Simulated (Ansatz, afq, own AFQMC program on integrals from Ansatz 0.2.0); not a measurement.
# AlBH$_{2}$, triplet in 6-31G, levels against full CI

```yaml
atoms:
  - { symbol: B, position_ang: [0.0000, 0.0000, 1.0513] }
  - { symbol: Al, position_ang: [0.0000, 0.0000, -0.8575] }
  - { symbol: H, position_ang: [0.0000, 0.0000, 2.2344] }
  - { symbol: H, position_ang: [0.0000, 0.0000, -2.4283] }
```

Connectivity, by distances: BH–AlH.

Basis 6-31G. Noble-gas cores (and the filled d shells of Ga–Kr and In–Xe) are frozen. Ansatz 0.2.0 and our own AFQMC program on the same integrals; the CISD trial comes from CCSD amplitudes, and released means the phaseless constraint is let go. Error bars are statistical, one sigma.

Determinant: UHF, the one that the program's search chose, which needn't be the lowest solution. The geometry is a point of a scan.

Full CI on the same integrals is exact in this basis and with this determinant's frozen core.

Cautions: lower spins were not checked; the released energies are still falling, so no released level is given (meV from the phaseless value at times in 1/Eh: 0.6 ± 1.6 at 0.24, -4.3 ± 1.6 at 0.51, -9.4 ± 1.3 at 0.99, -13.8 ± 1.1 at 1.62, -15.6 ± 1.7 at 2.40), though the last usable value meets full CI within the noise.

The T1 diagnostic is 0.0148, the weight of the determinant in the CISD state is 0.917 and the ⟨S²⟩ of the determinant is 2.017. The size of the correlated space is 8 electrons in 20 orbitals.

```tsv
level	correlation energy (eV)
MP2	-1.9538
CCSD	-2.5938
CCSD(T)	-2.6603
```

Task: Estimate where full CI lies against CCSD(T) on the same integrals.

Result: 0.70 kcal/mol below CCSD(T).

Reference: full CI, correlation energy -2.691 eV.

| level | E − E(reference) (kcal/mol) | share of correlation (%) |
| --- | --- | --- |
| CCSD(T) | 0.70 | 98.87 |
| CCSDT | 0.16 | 99.74 |
| CCSDT(Q) | 0.04 | 99.94 |
| CCSDTQ | 0.01 | 99.98 |
| ph-AFQMC/HF | 2.17 ± 0.52 | 96.50 |
| ph-AFQMC/CISD | 0.41 ± 0.06 | 99.35 |

CCSDT and higher add their correlation energy to the determinant of the CCSD(T) run, since their own runs factorise the integrals more tightly (a shift of under 2 meV). A walk keeps the symmetry of its determinant, which the program's search chose and which needn't be the lowest solution, so a lower state of the same spin and another symmetry isn't excluded.
